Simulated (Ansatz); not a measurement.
A calculation with Ansatz (development build ahead of 0.2.0).

```yaml
crystal:
  periodic: [false, false, false]
  atoms:
    - { symbol: O, position_ang: [-0.10773, -0.03704, -0.10706] }
    - { symbol: H, position_ang: [0.07492, 0.02826, 0.78559] }
basis:
  gaussian: { orbitals: "6-31G" }
total_charge: -1
hamiltonian:
  xc: hf
correlation:
  method: mp2
  frozen_orbitals: { H: 0, O: 1 }
```

The input is written out in the form of the current development build from the run's settings.

Output:

```json
{"Converged": "yes", "Reference energy": "-75.30759 hartree", "Correlation energy": "-0.12269 hartree", "Total energy": "-75.43027 hartree", "Spin squared of the determinant": "0.000"}
```

Caution: no diffuse functions for an anion.
